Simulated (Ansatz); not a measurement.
[NH2···H···S], triplet along the distance N1-H4

Starting geometry:

```
atom    x (Å)    y (Å)    z (Å)
   N  -1.7929  -0.0116  -0.0181
   H  -2.0902   0.9562  -0.0181
   H  -2.0902  -0.4139   0.8622
   H  -0.7804  -0.0116  -0.0181
   S   0.9391  -0.0116  -0.0181
```

From there H4 is moved from one fragment to the other while all else, the fragments' distance too, stays fixed; atoms are numbered as listed. Energies are in kcal/mol, counted from the starting geometry at the same level.

Basis cc-pVDZ; Ansatz 0.2.0. Correlated methods freeze the noble-gas cores. R marks a restricted (for open shells ROHF) determinant, U an unrestricted one.

Full CI isn't at hand for all of this; UCCSDT(Q) serves as the reference, and is uncertain by about the last step of the cluster series. The frozen core follows each run's orbitals, which can shift R against U totals by a few meV.

```
distance N1-H4 (Å)   RHF
             0.942  -0.2
             1.012   0.0
             1.061   3.4
             1.109   8.5
             1.158  14.5
             1.206  20.1
             1.255  23.0
             1.303  22.4
             1.352  21.5
```

Task: Estimate the UCCSDT(Q) curve in cc-pVDZ from this one, knowing how RHF errs.

Result: The computed UCCSDT(Q) values, in kcal/mol from the starting point, and the error of RHF against them:
| distance N1-H4 (Å) | UCCSDT(Q) | RHF less UCCSDT(Q) |
| --- | --- | --- |
| 0.942 | 2.6 | -2.8 |
| 1.012 | 0.0 | 0.0 |
| 1.061 | 1.2 | 2.2 |
| 1.109 | 3.8 | 4.7 |
| 1.158 | 7.1 | 7.4 |
| 1.206 | 10.4 | 9.7 |
| 1.255 | 13.6 | 9.4 |
| 1.303 | 16.2 | 6.2 |
| 1.352 | 18.6 | 2.9 |

The error spans 12.5 kcal/mol and is largest, 9.7 kcal/mol, at 1.206 Å.
